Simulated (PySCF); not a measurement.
Gas-phase reaction: 2 SiF₄ + 2 F₂O = Si₂O₂ + 6 F₂

Computed with PySCF and rigid-rotor harmonic-oscillator thermochemistry at 1 bar. † marks an energy on the PBE0/def2-TZVP geometry and frequencies; other levels use their own. MP2 and CCSD(T) freeze the core. 6-31G* has spherical d functions here. All species are closed-shell singlets. B3LYP is the form with VWN-RPA correlation. Si₂O₂: computed as isolated molecules; such fragments, hydroxides, amides, oligomers or adducts are transient or little studied in the gas. MP2 isn't extrapolated to the basis-set limit; its ΔH°(298 K) is 2689.2 kJ in def2-SVP and 2841.4 kJ in def2-TZVPP. CCSD(T) isn't extrapolated to the basis-set limit; its ΔH°(298 K) is 2556.7 kJ in def2-SVP and 2721.4 kJ in def2-TZVPP. The harmonic model lacks anharmonicity and excited electronic states, which grow with temperature; levels with a mode under 35 cm⁻¹ are left out.

```tsv
level	ΔE electronic, kJ	ΔH°(298 K), kJ	ΔS°(298 K), J/K	ΔG°(1400 K), kJ
B3LYP/6-31G*	2644	2622	424	2037
BLYP/def2-TZVP†	2604	2582	423	1999
CCSD(T)/def2-TZVPP†	2743	2721	423	2138
HF/def2-TZVP†	2949	2928	423	2345
M06-2X/def2-TZVP†	2838	2816	423	2233
MP2/def2-TZVPP†	2863	2841	423	2258
PBE/def2-SVP	2540	2519	420	1940
PBE0/def2-SVP†	2628	2606	423	2023
r2SCAN/def2-TZVP†	2807	2786	423	2202
LDA/def2-TZVP†	2800	2779	423	2195
ωB97X-V/def2-TZVP†	2757	2736	423	2153
```
ΔH° is lowest at PBE/def2-SVP and highest at HF/def2-TZVP†. No reference value is set beside these.
